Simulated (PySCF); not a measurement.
C2F4, SMILES FC(F)=C(F)F.

Coordinates come from a r2SCAN-D4/def2-SVP optimisation.

Calculation: TDDFT-LC-ωPBE/def2-SVPD run with PySCF.

Vertical excitations. Gas-phase values at a fixed geometry. State labels are in the subgroup D2h.

| state | symmetry | energy (eV) | λ (nm) | f | main pairs |
|---|---|---|---|---|---|
| S1 | B1g | 7.09 | 175 | 0.000 | HOMO→LUMO+3 69 %, HOMO→LUMO+7 29 % |
| S2 | B3u | 7.19 | 172 | 0.017 | HOMO→LUMO 91 % |
| S3 | B1u | 8.25 | 150 | 0.428 | HOMO→LUMO+2 98 % |
| S4 | B2g | 8.55 | 145 | 0.000 | HOMO→LUMO+1 85 % |
| S5 | Ag | 9.90 | 125 | 0.000 | HOMO→LUMO+4 99 % |
| S6 | B1g | 10.49 | 118 | 0.000 | HOMO→LUMO+7 66 %, HOMO→LUMO+3 27 % |
| S7 | B3u | 10.94 | 113 | 0.077 | HOMO→LUMO+6 63 %, HOMO→LUMO+8 18 %, HOMO→LUMO+15 10 % |
| T1 | B1u | 4.37 | 284 | 0 | HOMO→LUMO+2 97 % |
| T2 | B1g | 6.44 | 193 | 0 | HOMO→LUMO+3 65 %, HOMO→LUMO+7 33 % |
| T3 | B3u | 6.82 | 182 | 0 | HOMO→LUMO 85 % |
| T4 | B2g | 7.91 | 157 | 0 | HOMO→LUMO+1 64 %, HOMO→LUMO+11 20 % |
Triplets are in the Tamm–Dancoff approximation, which puts them higher than full response would, so one can lie above its singlet here.
